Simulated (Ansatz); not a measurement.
# PS2: the cost of one run

Program: Ansatz 0.2.0, Gaussian basis. Level of theory: def2-QZVPP, all electrons in the functionals, frozen cores in the correlation of double hybrids and RPA. These are calculated values, not measurements.

Plan: B2PLYP, at charge 0, doublet; charge 0, quartet; charge 1, singlet; charge 1, triplet.

2 further runs of the same task are left out: 2 set aside as unsound or not needed.

## 1. The system

The geometry is a PBE0/def2-TZVP stationary point (not a proven minimum).

3 atoms, charge 0, spin multiplicity 2.

Atoms are counted from 1 here; the program's logs count them from 0.

Bond lengths: S1–P2 1.911 Å, P2–S3 1.911 Å. Angles: S1–P2–S3 132.6°.

No dispersion term is added.

The geometry shown and the zero of energy belong to the point charge 0, doublet. The yardstick, UCCSD(T), and other wave-function levels (R restricted, U unrestricted, valence and pair active spaces) come from earlier runs.

## 2. B2PLYP, charge 0, doublet

Contents of in.yaml:

```yaml
crystal:
  periodic: [false, false, false]
  atoms:
    - {symbol: S, position_ang: [0.000000, -0.250020, 1.750402]}
    - {symbol: P, position_ang: [0.000000, 0.517658, 0.000000]}
    - {symbol: S, position_ang: [0.000000, -0.250020, -1.750402]}
basis:
  gaussian: {orbitals: "def2-QZVPP.json"}
magnetization: {spin_polarized: true, initial_magnetization: 1}
hamiltonian: {xc: {name: B2PLYP}}
correlation: {electrons: outside_noble_gas}
```

Run with:

```console
> ansatz run in.yaml --threads 1 --pin off --events-out ev --progress --plain --max-ram 2393MiB
```

**Question.** How long does this run take on 1 thread of Arm Neoverse V1, shared host, and how much memory does it need?

About 29 s, with a peak of 0.55 GiB.
